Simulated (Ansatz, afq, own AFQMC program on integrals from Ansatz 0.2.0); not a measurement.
**Where AFQMC and coupled cluster stand for SiGe$_{2}$H$_{7}$, doublet**

```yaml
atoms:
  - { symbol: Ge, position_ang: [-1.9216, 1.0363, -0.7216] }
  - { symbol: Si, position_ang: [-0.2766, -0.0172, 0.6350] }
  - { symbol: Ge, position_ang: [0.2100, -2.2928, 0.1443] }
  - { symbol: H, position_ang: [-3.3139, 0.3951, -0.5385] }
  - { symbol: H, position_ang: [-2.0227, 2.5300, -0.3605] }
  - { symbol: H, position_ang: [-1.5220, 0.9100, -2.2034] }
  - { symbol: H, position_ang: [-0.5360, 0.1965, 2.0959] }
  - { symbol: H, position_ang: [-1.0031, -3.2101, 0.4094] }
  - { symbol: H, position_ang: [1.3856, -2.7783, 1.0128] }
  - { symbol: H, position_ang: [0.6014, -2.4250, -1.3392] }
```

Basis def2-TZVP. Only valence electrons are correlated. Integrals, coupled cluster, full CI and functionals: Ansatz 0.2.0; the random walks run on the same integrals in our own AFQMC program. The CISD trial takes its coefficients from CCSD amplitudes. Released means that phaseless walkers are propagated on without the constraint, phases kept. Error bars are statistical, one sigma. No spin–orbit coupling.

Determinant: UHF, the one that the program's search chose, which needn't be the lowest solution. The geometry is a PBE0/def2-SVP stationary point of this or a neighbouring charge and spin state.

No full CI on the walks' own integrals is used here. The released AFQMC energy serves as the reference, which it does only where one determinant dominates, the energy is flat over the last release times and near the phaseless one (40 meV or 2 meV an electron, half that with transition metals). On small molecules, where full CI could be run and the noise was under 10 meV, such values lay within 10 meV of it in 19 cases of 20, a flattering rate, since the rule was set on those same cases; what remains of the bias isn't in the error bar.

Cautions: no relativity below Rb; no spin-orbit coupling; inner d shell frozen; the released value is read at 1.50 1/Eh with a noise of 12 meV, more than in the cases checked (meV from the phaseless value at times in 1/Eh: -15 ± 8 at 0.24, -18 ± 7 at 0.51, -12 ± 10 at 0.99, -8 ± 12 at 1.50).

* T1 diagnostic: 0.0150
* weight of the determinant in the CISD state: 0.802
* ⟨S²⟩ of the determinant: 0.762
* size of the correlated space: 19 electrons in 142 orbitals

Reference: AFQMC with the constraint released, correlation energy -11.257 ± 0.012 eV.

```tsv
level	E − E(reference) (kcal/mol)	share of correlation (%)
HF	259.59 ± 0.28	0.00
MP2	51.47 ± 0.28	80.17
CCSD	9.72 ± 0.28	96.26
CCSD(T)	1.27 ± 0.28	99.51
ph-AFQMC/CISD	0.17 ± 0.36	99.93
```

Released energies are given only where the last usable release times agree within the noise; a slower fall can still hide under it.
